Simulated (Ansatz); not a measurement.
Input for Ansatz (development build ahead of 0.2.0):

```yaml
crystal:
  periodic: [false, false, false]
  atoms:
    - { symbol: F, position_ang: [-0.02535, -0.00332, -0.55104] }
    - { symbol: F, position_ang: [0.03419, 9.0e-05, 0.61023] }
basis:
  gaussian: { orbitals: "6-31G" }
hamiltonian:
  xc: hf
```

The input is written out in the form of the current development build from the run's settings.

The run gave:

* Converged: yes
* Total energy: -198.56561 hartree
* Spin squared of the determinant: 0.000

Caution: no unrestricted run beside it, a lower state can exist.
